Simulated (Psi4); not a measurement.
Psi4 input (wB97X-D/6-311+G**):

```
memory 1500 MB

molecule {
0 1
C    -0.00768397    0.00047609    0.45577993
H    -0.02591434    0.00160561    1.53712694
Cl    0.01488659    1.69164517   -0.08530085
Cl    1.45955078   -0.85759891   -0.05828251
Cl   -1.47020100   -0.83430874   -0.10769937
symmetry c1
no_reorient
no_com
}

set {
  basis 6-311+G**
  reference rks
  scf_type df
  df_basis_scf def2-universal-jkfit
  dft_radial_points 99
  dft_spherical_points 590
  e_convergence 1e-8
  d_convergence 1e-7
  maxiter 150
}

e = energy('wb97x-d')
print_out(f'\nFINAL {e:.10f} DIPOLE {variable("CURRENT DIPOLE")[0]:.6f} {variable("CURRENT DIPOLE")[1]:.6f} {variable("CURRENT DIPOLE")[2]:.6f}\n')
```

From the output:

```
      36A      0.104502    37A      0.137354    38A      0.137364
      39A      0.142322    40A      0.147350    41A      0.147356
      42A      0.179439    43A      0.182327    44A      0.182328
      45A      0.185494    46A      0.191546    47A      0.233614
      48A      0.233618    49A      0.260964    50A      0.438349
      51A      0.457563    52A      0.457567    53A      0.497557
      54A      0.511507    55A      0.512265    56A      0.512269
      57A      0.532006    58A      0.532009    59A      0.556061
      60A      0.556063    61A      0.556131    62A      0.687133
      63A      0.772740    64A      0.772744    65A      0.871190
      66A      0.921575    67A      0.921577    68A      0.925465
      69A      0.934625    70A      0.934625    71A      0.944770
      72A      0.962689    73A      0.962690    74A      0.968321
      75A      0.970107    76A      1.048625    77A      1.048626
      78A      1.193914    79A      1.193914    80A      1.217980
      81A      1.325561    82A      1.452422    83A      1.452424
      84A      1.692126    85A      1.856951    86A      1.856958
      87A      1.957399    88A      1.957403    89A      2.334252
      90A      2.338701    91A      2.342875    92A      2.342876
      93A      2.408884    94A      2.408885    95A      2.460843
      96A      2.460844    97A      2.491599    98A      2.568420
      99A      2.758591   100A      3.131033   101A      3.131034
     102A      3.434266   103A      9.729236   104A      9.811690
     105A      9.811692   106A     23.605679   107A     25.906690
     108A     25.906693   109A     25.928045   110A     25.942245
     111A     25.982715   112A     25.982720   113A     26.310338
     114A     26.310343   115A     26.716044   116A    215.795508
     117A    215.881299   118A    215.881300

    Final Occupation by Irrep:
              A
    DOCC [    29 ]
    NA   [    29 ]
    NB   [    29 ]

  @DF-RKS Final Energy: -1419.31354921461298

   => Energetics <=

    Nuclear Repulsion Energy =            262.2137837153857731
    One-Electron Energy =               -2479.9427973903793827
    Two-Electron Energy =                 864.3882546487342324
    DFT Exchange-Correlation Energy =     -65.9721623882791306
    Empirical Dispersion Energy =          -0.0006278000747501
    VV10 Nonlocal Energy =                  0.0000000000000000
    Total Energy =                      -1419.3135492146129764

Computation Completed

Properties will be evaluated at   0.000000,   0.000000,   0.000000 [a0]

Properties computed using the SCF density matrix

 Multipole Moments:

 ------------------------------------------------------------------------------------
     Multipole            Electronic (a.u.)      Nuclear  (a.u.)        Total (a.u.)
 ------------------------------------------------------------------------------------

 L = 1.  Multiply by 2.5417464519 to convert [e a0] to [Debye]
 Dipole X            :         -0.0081942            0.0000002           -0.0081940
 Dipole Y            :          0.0004976           -0.0000000            0.0004976
 Dipole Z            :          0.4860181            0.0000002            0.4860184
 Magnitude           :                                                    0.4860877

 ------------------------------------------------------------------------------------

FINAL -1419.3135492146 DIPOLE -0.008194 0.000498 0.486018

*** Psi4 exiting successfully. Buy a developer a beer!
```

The geometry given is a B3LYP-D3(BJ)/def2-TZVP minimum.
